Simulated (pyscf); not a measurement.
Optimised with ωB97X-D3(BJ)/def2-SVP in PySCF.

For the elementary gas-phase step HO–Y(OH)–OH + H₂S → HO–Y(OH)–SH + water (H₂O) (singlet surface; O–Y, H–S broken, S–Y, H–O formed), what barrier and reaction energy does ωB97M-D3(BJ)/def2-TZVP give, measured from the separated reactants?

ΔE‡ = -0.45 eV, ΔE = +0.15 eV. Zero-point energy shifts the barrier by +0.02 eV. It is a four-centre exchange, with an imaginary mode of 392i cm⁻¹. On the reactant side the descent ends in an adduct with a S–Y contact, 0.79 eV under the separated species and 0.09 eV under the saddle at ωB97X-D3(BJ)/def2-TZVP. On the product side the descent ends in an adduct with a O–Y contact, 1.18 eV under the separated species and 0.51 eV under the saddle at ωB97X-D3(BJ)/def2-TZVP. At ωB97M-D3(BJ) the saddle lies under the separated reactants, which points to a path from their complex (located at ωB97X-D3(BJ) alone). At ωB97M-D3(BJ) the saddle lies under the separated products, which points to a path from their complex (located at ωB97X-D3(BJ) alone), and parting the products costs more than the saddle. What is counted as formed (S–Y) is already present as a longer contact in the reactant adduct; forming that adduct is a step of its own. What is counted as broken (O–Y) persists as a longer contact in the product adduct; parting that adduct is a step of its own. At ωB97X-D3(BJ) the barrier from the zero used here is -0.70 eV. One saddle was located; it need not be the lowest between these sides. Elements past Kr carry the def2 core potentials, without spin-orbit coupling.
